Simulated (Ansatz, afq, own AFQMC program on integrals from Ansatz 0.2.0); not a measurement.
**Where AFQMC and coupled cluster stand for B$_{2}$H, sextet**

```xyz
3

B     0.0000    0.0000    0.1141
B     0.0000    0.0000   -1.4064
H     0.0000    0.0000    1.2923
```

Connectivity, by distances: BH–B.

Basis 6-31G. Noble-gas cores (and the filled d shells of Ga–Kr and In–Xe) are frozen. Integrals, coupled cluster, full CI and functionals: Ansatz 0.2.0; the random walks run on the same integrals in our own AFQMC program. ph-AFQMC/CISD is guided by a CISD state made of CCSD amplitudes; releasing the constraint for a short imaginary time cuts its bias at the price of noise, slowly where states lie close. ± is one standard error of the sampling.

Determinant: UHF, the one that the program's search chose, which needn't be the lowest solution. The geometry is a PBE0/def2-TZVP stationary point of this or a neighbouring charge and spin state.

Full CI on the same integrals is exact in this basis and with this determinant's frozen core.

Cautions: another spin lies lower (by 8.71 eV); strong correlation (T1 0.058, weight of the determinant 0.90, largest double 0.09); the released energies are still falling, so no released level is given (meV from the phaseless value at times in 1/Eh: 1 ± 4 at 0.24, -1 ± 3 at 0.51, -3 ± 3 at 0.99, -8 ± 3 at 1.62, -10 ± 4 at 2.40), though the last usable value meets full CI within the noise.

The T1 diagnostic is 0.0582, the weight of the determinant in the CISD state is 0.899 and the ⟨S²⟩ of the determinant is 8.755. The size of the correlated space is 7 electrons in 18 orbitals.

```csv
level,correlation energy (eV)
MP2,-1.0317
CCSD,-1.5896
CCSD(T),-1.6299
```

Q: Estimate where full CI lies against CCSD(T) on the same integrals.

A: 0.96 mEh below CCSD(T).

Reference: full CI, correlation energy -1.656 eV.

```csv
level,E − E(reference) (mEh),share of correlation (%)
CCSD(T),0.96,98.43
CCSDT,0.06,99.90
CCSDT(Q),0.01,99.98
CCSDTQ,0.00,100.00
ph-AFQMC/CISD,0.15 ± 0.14,99.76
```

CCSDT and higher add their correlation energy to the determinant of the CCSD(T) run, since their own runs factorise the integrals more tightly (a shift of under 2 meV).
